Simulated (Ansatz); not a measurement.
Results of rVV10 in Ansatz (plane waves, PAW) for bcc Ba.

Settings: plane-wave cutoff 520 eV, 16×16×16 k mesh, Fermi–Dirac smearing 0.05 eV, scalar-relativistic PAW data made under PBE.

Cell (relaxed at this level):

```cif
data_Ba2
_chemical_formula_sum 'Ba2'
_space_group_name_H-M_alt 'Im-3m'
_space_group_IT_number 229
_space_group_name_Hall '-I 4 2 3'
_cell_length_a 4.92124
_cell_length_b 4.92124
_cell_length_c 4.92124
_cell_angle_alpha 90.000
_cell_angle_beta 90.000
_cell_angle_gamma 90.000
loop_
_atom_site_label
_atom_site_type_symbol
_atom_site_symmetry_multiplicity
_atom_site_Wyckoff_symbol
_atom_site_fract_x
_atom_site_fract_y
_atom_site_fract_z
_atom_site_occupancy
Ba1 Ba 2 a 0.00000 0.00000 0.00000 1
```
(The calculation used a cell of 1 atom; values per cell refer to that cell.)

Task: What does this level give for the bulk modulus and pressure derivative B′ of the bulk modulus?

Result: 
* **bulk modulus**: 10.1 GPa
* **pressure derivative B′ of the bulk modulus**: 3.1

The run finds no gap.

Measured, for comparison: bulk modulus 9.34 GPa (corrected for temperature and zero-point phonon effects, our sources range from 9.34 to 10.6; as tabulated in Levämäki et al. (2014), arXiv:1402.3671). Computed (rounded) less measured: bulk modulus +8 % (inside the range of the sources held).

Spin–orbit coupling is not included.

Cost on a shared machine: about 100 core-seconds (a rough figure).

Ansatz is a first-principles code.
